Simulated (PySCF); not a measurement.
**Worked example: correlation energy of AlH₄⁺, singlet**

All five atoms lie in one plane.

Geometry: a PBE0/def2-TZVP stationary point for this spin, not checked as a minimum.

| atom | x (Å) | y (Å) | z (Å) |
| --- | --- | --- | --- |
| Al | 0.0000 | 0.0000 | -0.1186 |
| H | 0.0000 | -0.3848 | 1.9224 |
| H | 0.0000 | 0.3848 | 1.9224 |
| H | 0.0000 | 1.5369 | -0.3348 |
| H | 0.0000 | -1.5369 | -0.3348 |

Basis aug-cc-pVDZ; PySCF 2.14.0. Correlated methods freeze the noble-gas cores, which leaves 6 electrons in 58 orbitals. Prefix R: restricted or restricted open-shell reference.

Full CI isn't at hand for all of this; RCCSDT(Q) serves as the reference, and is uncertain by the last step of the cluster series or more.

RCCSD has a T1 diagnostic of 0.008 and a largest doubles amplitude of 0.05.

```csv
level,total energy (hartree)
RHF,-243.917928
RMP2,-244.000473
RCCSD,-244.026424
RCCSD(T),-244.027411
RCCSDT,-244.027736
RCCSDT(Q),-244.027762
```

Problem. What is the correlation energy at RCCSDT(Q), and what share of it do RMP2 and RCCSD recover?

Solution. E(corr) = -244.027762 − (-243.917928) = -0.109834 hartree = -2.989 eV. RMP2: -0.082545 / -0.109834 = 75.15 %. RCCSD: -0.108496 / -0.109834 = 98.78 %.

Problem. By how many kcal/mol does RCCSD(T) miss RCCSDT(Q) (1 hartree = 627.509 kcal/mol), and which steps make up the rest?

Solution. -244.027411 − (-244.027762) = 0.000351 hartree = 0.22 kcal/mol. Steps: RCCSDT − RCCSD(T) = -0.20, RCCSDT(Q) − RCCSDT = -0.02 kcal/mol. That is within 1 kcal/mol of the reference in this basis, which itself misses far more of the correlation at the basis-set limit.
